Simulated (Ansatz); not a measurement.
Process, species as SMILES: S (H2S) + H+ → [SH3+]
B3LYP-D3(BJ)/def2-TZVP geometries, fixed; electronic energies without zero-point terms; positive where energy is released.

Basis-set convergence of the proton affinity at MP2 with Ansatz (an electronic-structure program). Cartesian d functions, on some or all atoms, in 6-31G*, 6-31+G*, 6-31G**, 6-311G**, 6-311+G**; all else is spherical. Cores are frozen. No added dispersion term, no relativity. Functions are those of the species that has most. Reference: Hartree-Fock in aug-cc-pV(Q+d)Z plus the correlation part extrapolated as X^-3 from aug-cc-pV(T+d)Z and aug-cc-pV(Q+d)Z, 172.84 kcal/mol, itself unsure by roughly 0.18 kcal/mol (a third of the extrapolation step and of the last Hartree-Fock step). Deviations are taken from unrounded values.

| basis | functions | proton affinity (kcal/mol) | minus reference (kcal/mol) |
|---|---|---|---|
| STO-3G | 12 | 231.16 | 58.32 |
| 3-21G | 19 | 159.63 | -13.21 |
| 6-31G | 19 | 160.81 | -12.03 |
| 6-31G* | 25 | 172.08 | -0.76 |
| 6-31+G* | 29 | 171.91 | -0.94 |
| pcseg-1 | 33 | 175.33 | 2.49 |
| 6-31G** | 34 | 176.37 | 3.53 |
| cc-pV(D+d)Z | 38 | 177.16 | 4.32 |
| 6-311G** | 45 | 177.69 | 4.85 |
| 6-311+G** | 49 | 177.67 | 4.83 |
| def2-SVPD | 51 | 173.58 | 0.74 |
| def2-TZVP | 55 | 173.50 | 0.66 |
| aug-cc-pV(D+d)Z | 59 | 173.38 | 0.54 |
| 6-311++G(2d,2p) | 65 | 174.43 | 1.59 |
| jun-cc-pV(T+d)Z | 90 | 173.92 | 1.08 |
| aug-cc-pV(T+d)Z | 124 | 173.51 | 0.67 |
| def2-QZVPP | 160 | 173.63 | 0.79 |
| cc-pV(5+d)Z | 265 | 173.29 | 0.45 |
